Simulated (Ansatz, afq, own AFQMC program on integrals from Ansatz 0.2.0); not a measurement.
# NH$_{3}$ + F, doublet in cc-pVTZ along one coordinate

```yaml
atoms:
  - { symbol: N, position_ang: [-1.1412, -0.0158, -0.0246] }
  - { symbol: H, position_ang: [-1.4385, 0.9520, -0.0246] }
  - { symbol: H, position_ang: [-1.4385, -0.4181, 0.8556] }
  - { symbol: H, position_ang: [-0.1287, -0.0158, -0.0246] }
  - { symbol: F, position_ang: [1.0008, -0.0158, -0.0246] }
```

A hydrogen atom is moved from one rigid fragment to the other; the N1–H4 distance tells how far. The two fragments are held close together, so this isn't a minimum-energy path and the start is a compressed complex. Energies in kcal/mol count from this geometry (1.012 Å) at the same level; the start stands on UHF, each point on the determinant named.

Basis cc-pVTZ. Only valence electrons are correlated. Integrals, coupled cluster, full CI and functionals: Ansatz 0.2.0; the random walks run on the same integrals in our own AFQMC program. ph-AFQMC/CISD is guided by a CISD state made of CCSD amplitudes; releasing the constraint for a short imaginary time cuts its bias at the price of noise, slowly where states lie close. ± is one standard error of the sampling.

Cautions, each for one point or more: higher spins were not checked; raised T1 diagnostic; strong correlation.

| r(N1–H4) / Å | det. | T1 | weight | ⟨S²⟩ | CCSD(T) | ph-AFQMC/CISD | released AFQMC | MP2 | B3LYP |
| --- | --- | --- | --- | --- | --- | --- | --- | --- | --- |
| 1.078 | UHF | 0.041 | 0.85 | 0.76 | -6.5 | -6.8 ± 0.3 | – | -8.2 | -4.2 |
| 1.111 | UHF | 0.034 | 0.87 | 0.76 | -9.2 | -9.4 ± 0.3 | -8.9 ± 0.5* | -11.4 | -5.6 |
| 1.144 | UHF | 0.027 | 0.88 | 0.76 | -11.3 | -11.2 ± 0.2 | – | -13.8 | -6.6 |
| 1.176 | UHF | 0.023 | 0.88 | 0.76 | -12.7 | -13.1 ± 0.2 | -12.7 ± 0.4* | -15.5 | -7.0 |
| 1.242 | UHF | 0.016 | 0.89 | 0.76 | -12.9 | -12.9 ± 0.2 | -12.9 ± 0.4* | -15.8 | -5.2 |

Weight is that of the determinant in the CISD state; at the start T1 is 0.061 and the weight 0.80, and ⟨S²⟩ is 0.76. An asterisk marks released energies that aren't shown to be converged. A dash marks a missing value, a released energy that hasn't settled or a functional that sits on another state. Largest departures from phaseless AFQMC with a CISD trial: CCSD(T) 0.4 kcal/mol at 1.176 (on UHF) (within the noise), MP2 -2.8 kcal/mol at 1.242 (on UHF), B3LYP 7.8 kcal/mol at 1.242. The walk's constraint bias lies outside its error bars, so these are departures and not errors. Functionals count only at points shown to share the start's state and spin.

Some points may be missing: those where a free walk finds a much lower state, and past Zn most of those on another determinant than at the start.

A walk keeps the symmetry of its determinant, which the program's search chose and which needn't be the lowest solution, so a lower state of the same spin and another symmetry isn't excluded.
